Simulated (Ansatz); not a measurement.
Geometry optimisation, RKS B3LYP-D4/def2-SVP in Ansatz.

Input file:

```yaml
crystal:
  periodic: [false, false, false]
  atoms:
    - { symbol: Si, position_ang: [-1.85872, 0.6392, -0.7631] }
    - { symbol: C, position_ang: [-0.10994, 0.22115, -0.65231] }
    - { symbol: Si, position_ang: [0.63872, -0.39135, 0.88098] }
    - { symbol: H, position_ang: [-2.00531, 1.07769, -2.26349] }
    - { symbol: H, position_ang: [0.55497, 0.29912, -1.5204] }
    - { symbol: H, position_ang: [0.51925, 0.4846, 2.10506] }
    - { symbol: H, position_ang: [2.1179, -0.62278, 0.77222] }
    - { symbol: H, position_ang: [0.14312, -1.70765, 1.44103] }
total_charge: -1
basis:
  gaussian: { orbitals: def2-SVP }
hamiltonian:
  xc: b3lyp
  dispersion: d4
relax:
  f_tol: 0.015
  max_steps: 40
```

Launched with:

```bash
$ ansatz run input.yaml --threads 1 --pin off --max-ram 2048MiB --backend cpu --events-out ev --progress --plain --runs-dir out
```

Where does it end, and by what steps?

It converged. The force dipped under the threshold on the way, but the program's further checks kept it going. Limits of this set-up: an anion without diffuse functions, the dipole of an ion depends on the origin. After 13 steps the energy has fallen by 0.113 eV; H5 moved furthest, 0.85 Å.

```csv
step,energy less start (eV),largest force component (eV/Å),accepted
0,0.0000,0.674,yes
1,-0.0144,0.266,yes
2,-0.0208,0.221,yes
3,-0.0210,0.238,yes
4,-0.0281,0.100,yes
5,-0.0522,0.167,yes
6,-0.0706,0.383,yes
7,-0.1034,0.204,yes
8,-0.0964,0.223,no
9,-0.1090,0.073,yes
10,-0.1128,0.014,yes
11,-0.1125,0.061,no
12,-0.1131,0.018,yes
13,-0.1131,0.012,yes
```

```xyz
8
Properties=species:S:1:pos:R:3
Si -1.570 1.235 -0.686
C -0.220 0.061 -0.655
Si 0.649 -0.395 0.877
H -1.868 1.206 -2.229
H 0.140 -0.437 -1.570
H 0.107 0.323 2.084
H 2.147 -0.126 0.914
H 0.615 -1.867 1.264
```

Run time: 31 s on 1 thread of Intel(R) Xeon(R) Processor @ 2.70GHz, with other jobs on the host, peak memory 0.15 GiB.
